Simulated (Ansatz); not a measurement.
Process, species as SMILES: [N]=O (N-O) → NO+ (singlet, bonded as O=[N]) + e-
B3LYP-D3(BJ)/def2-TZVP geometries, fixed; electronic energies without zero-point terms.
Largest species:
```xyz
2

N      0.0000     0.0000    -0.6106
O      0.0000     0.0000     0.5343
```
Charge 0, spin multiplicity 2.

Basis-set convergence of the adiabatic ionisation energy at CCSD(T) with Ansatz (a quantum-chemistry and plane-wave program). All functions are spherical. Cores are frozen. Open shells are unrestricted. No added dispersion term, no relativity. Functions are those of the species that has most. Reference: Hartree-Fock in aug-cc-pVQZ plus the correlation part extrapolated as X^-3 from aug-cc-pVTZ and aug-cc-pVQZ, 9.228 eV, itself unsure by roughly 0.017 eV (a third of the extrapolation step and of the last Hartree-Fock step). Deviations are taken from unrounded values.

```
basis              functions  adiabatic ionisation energy (eV)  minus reference (eV)
-----------------  ---------  --------------------------------  --------------------
3-21G                     18                             9.025                -0.202
pcseg-0                   18                             9.680                 0.452
cc-pVDZ                   28                             8.808                -0.420
pcseg-1                   28                             8.987                -0.240
def2-SVPD                 43                             9.151                -0.077
6-311+G**                 44                             8.943                -0.285
aug-cc-pVDZ               46                             9.114                -0.114
aug-pcseg-1               46                             9.078                -0.150
6-311++G(2d,2p)           54                             9.042                -0.186
cc-pVTZ                   60                             9.072                -0.156
pcseg-2                   60                             9.115                -0.112
def2-TZVPP                62                             9.086                -0.142
6-311++G(3df,3pd)         78                             9.137                -0.091
jun-cc-pV(T+d)Z           78                             9.137                -0.091
aug-pcseg-2               92                             9.163                -0.065
def2-QZVPP               114                             9.160                -0.068
pcseg-3                  120                             9.171                -0.056
cc-pV5Z                  182                             9.190                -0.037
```
